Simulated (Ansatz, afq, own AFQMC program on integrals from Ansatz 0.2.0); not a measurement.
**Where AFQMC and coupled cluster stand for H$_{2}$O⁻, doublet**

```xyz
3

O     0.0000   -0.1279   -0.0722
H     0.0000    1.5411    1.9759
H     0.0000    0.4894   -0.8298
```

Basis aug-cc-pVDZ. Only valence electrons are correlated. Ansatz 0.2.0 and our own AFQMC program on the same integrals; the CISD trial comes from CCSD amplitudes, and released means the phaseless constraint is let go. ± is one standard error of the sampling.

Determinant: ROHF, the one that the program's search chose, which needn't be the lowest solution. The geometry is a point of a scan.

No full CI on the walks' own integrals is used here; CCSDT(Q) serves as the reference and is uncertain by about the last step of the cluster series.

Cautions: higher spins were not checked; strong correlation (T1 0.053, weight of the determinant 0.88, largest double 0.05).

```
T1 diagnostic                               : 0.0527
weight of the determinant in the CISD state : 0.876
size of the correlated space                : 9 electrons in 40 orbitals
```

```csv
level,correlation energy (eV)
MP2,-6.6234
CCSD,-6.6673
CCSD(T),-6.9149
```

Q: Estimate where AFQMC with the constraint released lies against CCSD(T) on the same integrals.

A: 7.1 ± 5.9 kJ/mol below CCSD(T). The gap is under twice the noise, so this walk alone can't tell the two apart.

Reference: CCSDT(Q), correlation energy -6.957 eV. The released energy is read at 2.40 1/Eh (meV from the phaseless value at times in 1/Eh: -36 ± 29 at 0.24, -14 ± 29 at 0.51, 37 ± 32 at 0.99, -7 ± 41 at 1.62, 31 ± 62 at 2.40).

```tsv
level	E − E(reference) (kJ/mol)	share of correlation (%)
CCSD(T)	4.1	99.39
CCSDT	1.2	99.82
ph-AFQMC/CISD	-6.1 ± 3.3	100.91
released AFQMC	-3.1 ± 5.9	100.46
```

A walk keeps the symmetry of its determinant, which the program's search chose and which needn't be the lowest solution, so a lower state of the same spin and another symmetry isn't excluded. Released energies are given only where the last usable release times agree within the noise; a slower fall can still hide under it.
